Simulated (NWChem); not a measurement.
Program: NWChem. System: NO₂, charge 1, spin multiplicity 1, at the geometry of a parent with another charge or spin, in a state set for the comparison that need not be this species' ground state. Level: RHF/def2-TZVP.

Part of the output:

```
             Northwest Computational Chemistry Package (NWChem) 7.3.0
             --------------------------------------------------------

                                NWChem Input Module
                                -------------------

 Scaling coordinates for geometry "geometry" by  1.889725989
 (inverse scale =  0.529177249)

 Turning off AUTOSYM since
 SYMMETRY directive was detected!

                             Geometry "geometry" -> ""
                             -------------------------

 Output coordinates in angstroms (scale by  1.889725989 to convert to a.u.)

  No.       Tag          Charge          X              Y              Z
 ---- ---------------- ---------- -------------- -------------- --------------
    1 O                    8.0000    -1.09943700     0.00000000     0.13993500
    2 N                    7.0000     0.00000000     0.00000000    -0.31985200
    3 O                    8.0000     1.09943700     0.00000000     0.13993500

 Effective nuclear repulsion energy (a.u.)      65.1357033684

            Nuclear Dipole moment (a.u.)
            ----------------------------
        X                 Y               Z
 ---------------- ---------------- ----------------
     0.0000000000     0.0000000000    -0.0000075589

      Symmetry information
      --------------------

 Group name             C2v
 Group number             16
 Group order               4
 No. of unique centers     2

      Symmetry unique atoms

     1    2


 Summary of "ao basis" -> "" (spherical)
 ------------------------------------------------------------------------------
       Tag                 Description            Shells   Functions and Types
 ---------------- ------------------------------  ------  ---------------------
 *                         def2-tzvp                  on all atoms

 Summary of "ao basis" -> "ao basis" (spherical)
 ------------------------------------------------------------------------------
       Tag                 Description            Shells   Functions and Types
 ---------------- ------------------------------  ------  ---------------------
 O                         def2-tzvp                11       31   5s3p2d1f
 N                         def2-tzvp                11       31   5s3p2d1f

                                 NWChem SCF Module
                                 -----------------

  ao basis        = "ao basis"
  functions       =    93
  atoms           =     3
  closed shells   =    11
  open shells     =     0
  charge          =   1.00
  wavefunction    = RHF
  use symmetry    = T
  symmetry adapt  = T

 Summary of "ao basis" -> "ao basis" (spherical)
 ------------------------------------------------------------------------------
       Tag                 Description            Shells   Functions and Types
 ---------------- ------------------------------  ------  ---------------------
 O                         def2-tzvp                11       31   5s3p2d1f
 N                         def2-tzvp                11       31   5s3p2d1f

      Symmetry analysis of basis
      --------------------------

        a1         35
        a2         13
        b1         28
        b2         17

 Forming initial guess at       0.0s

      Superposition of Atomic Density Guess
      -------------------------------------

 Sum of atomic energies:        -203.88016631

 Renormalizing density from      23.00 to     22

      Non-variational initial energy
      ------------------------------

 Total energy =    -198.814747
 1-e energy   =    -391.619387
 2-e energy   =     127.668937
 HOMO         =      -0.885998
 LUMO         =      -0.633676

      Symmetry analysis of molecular orbitals - initial
      -------------------------------------------------

  Numbering of irreducible representations:

     1 a1          2 a2          3 b1          4 b2

  Orbital symmetries:

     1 b1          2 a1          3 a1          4 a1          5 b1
     6 a1          7 b1          8 b2          9 a1         10 a2
    11 b1         12 a1         13 b2         14 a1         15 a1
    16 b1         17 b2         18 a1         19 b1         20 a1
    21 b1

 Starting SCF solution at       0.3s

 ----------------------------------------------
         Quadratically convergent ROHF

 Convergence threshold     :          1.000E-07
 Maximum no. of iterations :          100
 Final Fock-matrix accuracy:          1.000E-09
 ----------------------------------------------

              iter       energy          gnorm     gmax       time
             ----- ------------------- --------- --------- --------
                 1     -203.5057608135  2.04D+00  6.52D-01      0.3
                 2     -203.6634032567  3.86D-01  9.29D-02      0.4
                 3     -203.6716663027  1.53D-02  6.90D-03      0.4
                 4     -203.6717125082  1.04D-04  3.22D-05      0.5
                 5     -203.6717125093  1.71D-09  4.85D-10      0.7

       Final RHF  results
       ------------------

         Total SCF energy =   -203.671712509301
      One-electron energy =   -399.704957741546
      Two-electron energy =    130.897541863799
 Nuclear repulsion energy =     65.135703368446

        Time for solution =      0.4s

       Symmetry analysis of molecular orbitals - final
       -----------------------------------------------

  Numbering of irreducible representations:

     1 a1          2 a2          3 b1          4 b2

  Orbital symmetries:

     1 b1          2 a1          3 a1          4 a1          5 b1
     6 a1          7 a1          8 b1          9 b2         10 a2
    11 b1         12 a1         13 b2         14 a1         15 b1
    16 a1         17 b2         18 a1         19 b1         20 a1
    21 a2

             Final eigenvalues
             -----------------

              1
    1  -21.1105
    2  -21.1104
    3  -16.3096
    4   -2.0481
    5   -1.8691
    6   -1.2830
    7   -1.1467
    8   -1.1454
    9   -1.1397
   10   -0.9046
   11   -0.8877
   12   -0.3949
   13   -0.2832
   14    0.0106
   15    0.1066
   16    0.1069
   17    0.1542
   18    0.1842
   19    0.2645
   20    0.3043
   21    0.3405

                       ROHF Final Molecular Orbital Analysis
                       -------------------------------------

 Vector    9  Occ=2.000000D+00  E=-1.139750D+00  Symmetry=b2
              MO Center=  8.9D-15,  1.9D-16, -5.9D-02, r^2= 1.2D+00
   Bfn.  Coefficient  Atom+Function         Bfn.  Coefficient  Atom+Function
  ----- ------------  ---------------      ----- ------------  ---------------
    38      0.304573  2 N  py                41      0.281778  2 N  py
     7      0.246577  1 O  py                69      0.246577  3 O  py
    10      0.220475  1 O  py                72      0.220475  3 O  py

 Vector   10  Occ=2.000000D+00  E=-9.045864D-01  Symmetry=a2
              MO Center= -1.0D-14,  6.3D-18,  1.1D-01, r^2= 1.7D+00
   Bfn.  Coefficient  Atom+Function         Bfn.  Coefficient  Atom+Function
  ----- ------------  ---------------      ----- ------------  ---------------
     7      0.349694  1 O  py                69     -0.349694  3 O  py
    10      0.316617  1 O  py                72     -0.316617  3 O  py
    13      0.152533  1 O  py                75     -0.152533  3 O  py

 Vector   11  Occ=2.000000D+00  E=-8.876527D-01  Symmetry=b1
              MO Center= -3.7D-16,  4.0D-18,  1.0D-01, r^2= 1.7D+00
   Bfn.  Coefficient  Atom+Function         Bfn.  Coefficient  Atom+Function
  ----- ------------  ---------------      ----- ------------  ---------------
     8      0.299192  1 O  pz                70     -0.299192  3 O  pz
    11      0.274061  1 O  pz                73     -0.274061  3 O  pz
     6      0.186213  1 O  px                68      0.186213  3 O  px
     9      0.175708  1 O  px                71      0.175708  3 O  px

 Vector   12  Occ=0.000000D+00  E=-3.948974D-01  Symmetry=a1
              MO Center=  1.4D-15,  2.6D-16, -1.7D-01, r^2= 1.6D+00
   Bfn.  Coefficient  Atom+Function         Bfn.  Coefficient  Atom+Function
  ----- ------------  ---------------      ----- ------------  ---------------
    36      0.468827  2 N  s                 39     -0.304815  2 N  pz
    42     -0.287835  2 N  pz                 8      0.281404  1 O  pz
    70      0.281404  3 O  pz                11      0.258401  1 O  pz
    73      0.258401  3 O  pz                14      0.235395  1 O  pz
    76      0.235395  3 O  pz                35      0.173506  2 N  s

 Vector   13  Occ=0.000000D+00  E=-2.831992D-01  Symmetry=b2
              MO Center=  3.6D-16, -2.3D-16, -1.2D-01, r^2= 1.4D+00
   Bfn.  Coefficient  Atom+Function         Bfn.  Coefficient  Atom+Function
  ----- ------------  ---------------      ----- ------------  ---------------
    41      0.417540  2 N  py                38      0.403040  2 N  py
    44      0.394024  2 N  py                13     -0.289111  1 O  py
    75     -0.289111  3 O  py                 7     -0.266098  1 O  py
    69     -0.266098  3 O  py                10     -0.245140  1 O  py
    72     -0.245140  3 O  py

 Vector   14  Occ=0.000000D+00  E= 1.059454D-02  Symmetry=a1
              MO Center= -5.0D-16,  3.8D-16,  9.6D-03, r^2= 3.3D+00
   Bfn.  Coefficient  Atom+Function         Bfn.  Coefficient  Atom+Function
  ----- ------------  ---------------      ----- ------------  ---------------
    36      4.800932  2 N  s                  5     -2.056584  1 O  s
    67     -2.056584  3 O  s                 45      1.265546  2 N  pz
    12     -1.058960  1 O  px                74      1.058960  3 O  px
    35     -0.398710  2 N  s                 42      0.330536  2 N  pz
    39      0.192838  2 N  pz

 center of mass
 --------------
 x =   0.00000000 y =   0.00000000 z =  -0.00009920

 moments of inertia (a.u.)
 ------------------
           7.352844878743           0.000000000000           0.000000000000
           0.000000000000         145.439008769057           0.000000000000
           0.000000000000           0.000000000000         138.086163890314

  Mulliken analysis of the total density
  --------------------------------------

    Atom       Charge   Shell Charges
 -----------   ------   -------------------------------------------------------
    1 O    8     7.93   0.80  1.18  0.63  1.03  0.30  1.70  1.80  0.43  0.01  0.05  0.00
    2 N    7     6.14   0.82  1.16  0.62  0.64  0.03  1.29  1.21  0.17  0.03  0.16  0.02
    3 O    8     7.93   0.80  1.18  0.63  1.03  0.30  1.70  1.80  0.43  0.01  0.05  0.00

       Multipole analysis of the density wrt the origin
       ------------------------------------------------

     L   x y z        total         open         nuclear
     -   - - -        -----         ----         -------
     0   0 0 0      1.000000      0.000000     23.000000

     1   1 0 0      0.000000      0.000000      0.000000
     1   0 1 0     -0.000000      0.000000      0.000000
     1   0 0 1     -0.314225      0.000000     -0.000008

     2   2 0 0     -8.577429      0.000000     69.065053
     2   1 1 0      0.000000      0.000000      0.000000
     2   1 0 1      0.000000      0.000000      0.000000
     2   0 2 0     -9.728916      0.000000      0.000000
     2   0 1 1     -0.000000      0.000000      0.000000
     2   0 0 2     -8.987332      0.000000      3.676218

 Task  times  cpu:        0.7s     wall:        0.7s

 Total times  cpu:        0.7s     wall:        0.7s
```

Task: Write an NWChem input that would produce this output.

Result: One answer among several that fit: 
```
start mol
memory heap 200 mb stack 900 mb global 1100 mb
charge 1
geometry units angstroms nocenter noautoz
  O     -1.099437     0.000000     0.139935
  N      0.000000     0.000000    -0.319852
  O      1.099437     0.000000     0.139935
  symmetry group C2v
end
basis spherical
  * library def2-tzvp
end
scf
  rhf
  nopen 0
  maxiter 100
  thresh 1e-7
  semidirect memsize 60000000 filesize 0
end
task scf energy
```
